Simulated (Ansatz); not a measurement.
C3H5F3, SMILES `FCC(F)CF`. The species carries charge 0 and has multiplicity 1.

```xyz
11

F    -1.091   -0.769    1.440
C     0.043   -1.080    0.720
C     0.144   -0.235   -0.522
F    -0.782   -0.665   -1.455
C    -0.072    1.230   -0.249
F     0.287    1.971   -1.352
H    -0.003   -2.136    0.445
H     0.914   -0.906    1.361
H     1.140   -0.380   -0.960
H     0.544    1.549    0.598
H    -1.124    1.422   -0.027
```

Q: List the harmonic frequencies (cm⁻¹, unscaled) at PBE0-D4/def2-TZVP in Ansatz. (An estimate is asked.)

A: Ansatz gave: 103, 121, 195, 311, 359, 474, 685, 884, 921, 957, 1106, 1116, 1158, 1167, 1275, 1281, 1330, 1383, 1416, 1442, 1482, 1487, 3052, 3064, 3067, 3121, 3132.

Q: Is this a minimum?

A: Yes, all 27 modes are real.

Q: Give the ideal-gas thermochemistry at 298.15 K and 1 bar (rigid rotor, harmonic oscillator; point group C1, symmetry number 1).

A: Zero-point energy 215.9 kJ/mol; H(298) − E = 234.7 kJ/mol; entropy 333.1 J/(mol·K), of which translation 166.0, rotation 112.8, vibration 54.2; G(298) − E = 135.4 kJ/mol.
